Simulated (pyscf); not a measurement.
Elementary routes open to silyl (SiH₃•) + silanol (HO–SiH₃) in the gas phase (doublet surface):
A. disiloxane (H₃Si–O–SiH₃) + H atom (H•) (H–O broken; O–Si formed)
B. HO–SiH₂• + silane (SiH₄) (H–Si broken; H–Si formed)

PySCF, gas phase, ωB97X-D3(BJ)/def2-SVP geometries. Correlated levels are frozen-core, on RHF or UHF. ΔMP2 is the change of the MP2 total energy from the triple- to the quadruple-zeta basis.

Problem. Rank the routes by free-energy barrier at 1200 K, lowest first, for CCSD(T)/def2-TZVPP + ΔMP2(QZVPP) energies (ideal gas, 1 atm, RRHO with modes under 100 cm⁻¹ raised to 100, one conformer, R ln 2 for chiral ones without a mode under 150 cm⁻¹).

Solution. B (43.3 kcal/mol), A (57.2 kcal/mol)

Route B is the fastest of these, ahead of the next by 13.9 kcal/mol. The most stable products are those of A (ΔG = 0.0 kcal/mol), whose barrier is 13.9 kcal/mol higher: the kinetic and the thermodynamic product differ. At 298 K B is still the fastest. A: On the reactant side the descent ends in an adduct with a O–Si, Si–Si contact, 12.4 kcal/mol over the separated species and 5.8 kcal/mol under the saddle at ωB97X-D3(BJ)/def2-TZVP. Only these routes are compared; each barrier is that of the saddle found, and lower ones may exist. The CCSD(T) − MP2 part came from Ansatz, without density fitting, on the same reference.
